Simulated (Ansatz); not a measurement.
We consider hcp Y, described by LDA in Ansatz (plane waves, PAW).

Run with plane-wave cutoff 520 eV, 18×18×10 k mesh (along the axes of the cell as run), Fermi–Dirac smearing 0.05 eV, scalar-relativistic PAW data made under PBE.

Cell (relaxed at this level):

Space group P6₃/mmc (No. 194); a = 3.5408 Å, b = 3.5408 Å, c = 5.5142 Å, α = 90.00°, β = 90.00°, γ = 120.00°

```
atom  site  symmetry       x       y       z
----  ----  --------  ------  ------  ------
Y       2c      -6m2  0.3333  0.6667  0.2500
```

Problem. Predict the bulk modulus B0 and pressure derivative B′ of the bulk modulus.

Solution. 
bulk modulus B0: 44.2 GPa
pressure derivative B′ of the bulk modulus: 2.8

The run finds no gap.

Measured, for comparison: bulk modulus 41.7 GPa (zero-point energy and finite temperature contributions removed, our sources range from 37.3 to 41.7; as tabulated in doi:10.1021/acs.jctc.3c00612). Computed (rounded) less measured: bulk modulus +6 % (+6 % to +18 % over the range).

Note: the bulk modulus comes from volumes at which shape and atoms were relaxed.

The computed numbers hold no vibrational or temperature effects.

Computing time: about 100 core-seconds (a rough figure).

Ansatz is a first-principles code.
